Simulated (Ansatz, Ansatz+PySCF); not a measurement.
| atom | x (Å) | y (Å) | z (Å) |
| --- | --- | --- | --- |
| C | 0.0000 | -0.4063 | -0.0945 |
| O | 0.0000 | -0.3624 | 1.1006 |
| O | 0.0000 | 0.6540 | -0.9005 |
| H | 0.0000 | -1.3371 | -0.7000 |
| H | 0.0000 | 1.4426 | -0.3332 |

RHF-MP2 on singlet CH₂O₂ was run in several spherical basis sets with Ansatz (development build ahead of 0.2.0). Frozen core: 3 orbitals.

(1) Rank the basis sets by the total energy that they give, lowest first, with the distance from the lowest.
A. def2-SVP
B. 6-31G(d)
C. cc-pVDZ

## Answers

(1) C (0.00 eV), B (1.28 eV), A (4.47 eV).

Totals follow the description of the cores as much as that of the bonds, so this order isn't one of quality for chemistry.
